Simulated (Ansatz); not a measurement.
## Ansatz (development build ahead of 0.2.0) run

```yaml
crystal:
  periodic: [false, false, false]
  atoms:
    - { symbol: O, position_ang: [0.02351, -0.04483, -0.11657] }
    - { symbol: H, position_ang: [-0.03929, 0.78556, 0.54375] }
    - { symbol: H, position_ang: [0.07945, -0.71557, 0.50579] }
basis:
  gaussian: { orbitals: STO-3G }
hamiltonian:
  xc: hf
correlation:
  method: mp2
  frozen_orbitals: { H: 0, O: 1 }
```

The input is written out in the form of the current development build from the run's settings.

The run gave:

```yaml
Converged: yes
Reference_energy: -74.95266 hartree
Correlation_energy: -0.03936 hartree
Total_energy: -74.99202 hartree
Spin_squared_of_the_determinant: 0.000
```
